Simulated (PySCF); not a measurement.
## How good is the calculation?

Geometry:
```
atom   x (Å)   y (Å)   z (Å)
  C1   1.211   0.449  -0.092
  C2   0.125  -0.607   0.039
  C3  -1.279  -0.021   0.072
  H4   2.217   0.002  -0.113
  H5   1.088   1.036  -1.017
  H6   1.181   1.160   0.751
  H7   0.297  -1.200   0.953
  H8   0.204  -1.321  -0.799
  H9  -2.047  -0.804   0.157
 H10  -1.406   0.666   0.924
 H11  -1.492   0.554  -0.845
```

What is known from experiment: δ ¹³C C2 16.9; C1/C3 16.7; δ ¹H H7/H8 1.33; H4/H5/H6/H9/H10/H11 0.90 ppm (measured; solution, CD3CN, 298 K; Fulmer et al., Organometallics 2010, 29, 2176).
δ ¹³C C1/C3 16.6; C2 16.5 ppm (measured; solution, C6D5Cl, 298 K; Fulmer et al., Organometallics 2010, 29, 2176). Coupling constants: ¹J(C1,H4) 124.4 Hz, ¹J(C2,H7) 125.4 Hz, ¹J(C1,C2) 34.6 Hz.

How the numbers were obtained: GIAO PBE/pcSseg-2 shieldings, B3LYP/pcJ-1 coupling constants (without the spin–dipole term), geometry: PBE0-D3(BJ)/def2-SVP, in PySCF (a single conformation, fast rotation and ring inversion assumed for equivalent nuclei, no relativistic terms, in vacuum).

**Question.** How close does the calculation come?

**Answer.** 
Reference values: measured (solution, CD3CN, 298 K; Fulmer et al., Organometallics 2010, 29, 2176).
```
              atoms  quantity  reference  computed
                 C2     δ ¹³C       16.9      22.4
              C1/C3     δ ¹³C       16.7      19.2
              H7/H8      δ ¹H       1.33      1.44
H4/H5/H6/H9/H10/H11      δ ¹H       0.90      0.95
```

Reference values: measured (solution, C6D5Cl, 298 K; Fulmer et al., Organometallics 2010, 29, 2176).
```csv
atoms,quantity,reference,computed
C1/C3,δ ¹³C,16.6,19.2
C2,δ ¹³C,16.5,22.4
```

Computed shifts are σ(ref) − σ with the named reference compound (TMS for H and C) calculated as an isolated molecule at the same level.

Coupling constants in Hz:
| coupling | reference | computed | source |
| --- | --- | --- | --- |
| ¹J(C1,H4) | 124.4 | 131.3 | measured; Jessen and Sauer, arXiv:2312.00705 |
| ¹J(C2,H7) | 125.4 | 130.3 | measured; Jessen and Sauer, arXiv:2312.00705 |
| ¹J(C1,C2) | 34.6 | 36.8 | measured; Jessen and Sauer, arXiv:2312.00705 |

**Question.** How far are the unscaled ¹³C shifts from the references?

**Answer.** Mean signed difference +4.12 ppm, mean absolute 4.12 ppm over 4 comparisons; the largest is +5.9 ppm at C2 (sp3 CH2).

**Question.** How far are the unscaled ¹H shifts from the references?

**Answer.** Mean signed difference +0.08 ppm, mean absolute 0.08 ppm over 2 comparisons; the largest is +0.11 ppm at H7/H8 (hydrogen on an sp3 CH2).

9 of the 54 published NMR values on file for this molecule are compared. The rest: values from further sources, protons in aromatic solvents, other calculations.

Unscaled 3J(H,H) at this level run about 10 % above measured values.
